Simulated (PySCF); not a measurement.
Question: Give a GFN2-xTB geometry of `C([C@H]1[C@H]([S-])C1)=C`. (Charge -1.)

Answer: 
```
atom  x, y, z in Å
C1     0.8539   -1.6136   -0.7097
C2     0.9338   -0.8468    0.3824
C3     0.0653    0.2593    0.7401
C4    -1.3281    0.4222    0.1808
C5    -0.2687    1.3602   -0.2959
S6    -0.2372    3.0487    0.1486
H7     0.0746   -1.4917   -1.4431
H8     1.5807   -2.3841   -0.9155
H9     1.7592   -1.0179    1.0687
H10    0.2062    0.6369    1.7471
H11   -2.0765    0.8162    0.8556
H12   -1.6991   -0.3450   -0.4879
H13    0.1315    1.1560   -1.2889
```

Any rigid rotation of these coordinates is as good. Atoms count from 1 in this order. Of the pairs four or more bonds apart, H7···H12 is among the closest relative to their van der Waals radii: 2.32 Å, 97 % of the sum of Bondi's values. C1 (terminal =CH2 carbon) is planar (angles 122.3°, 121.7° and 116.0°, sum 360.0°, 0.01 Å off the plane of its three neighbours). C2 (alkene CH carbon) is planar (angles 127.1°, 118.1° and 114.8°, sum 359.9°, 0.02 Å off the plane of its three neighbours). The 3-membered ring C3–C4–C5 has internal angles of 58.4° to 62.1°.

Bonds between heavy atoms (Å): C1=C2 1.337, C2–C3 1.451, C3–C4 1.510, C4–C5 1.493, C5–S6 1.746, C3–C5 1.548.

Structure optimised with GFN2-xTB, isolated species.

Point group: C1 (no symmetry element, even within 0.4 Å). Whether it is a minimum is left open (no frequencies). Torsions: C1–C2–C3–C4 22°.

One conformer stands for the species.

The numbers are calculated, not measured.
